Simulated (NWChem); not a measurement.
Total energies of O

```
O
```
Charge 0, spin multiplicity 3.

The numbers come from NWChem runs, not from measurements.

Basis set: cc-pVDZ (14 functions).

| method | total energy (Ha) |
|---|---|
| UHF | -74.79217 |
| UMP2 | -74.89413 |
| UB2PLYP | -75.01415 |
| UPBE | -74.98142 |
| UB3LYP | -75.06850 |
| UTPSS | -75.07876 |

Total energies of different functionals aren't comparable as a measure of quality: only differences taken within one method are. 

The correlated methods keep 1 core orbital frozen. B3LYP has NWChem's definition, with VWN1-RPA local correlation. No SCF solution was tested for a lower state. Open-shell Hartree-Fock references start from PBE0 orbitals.
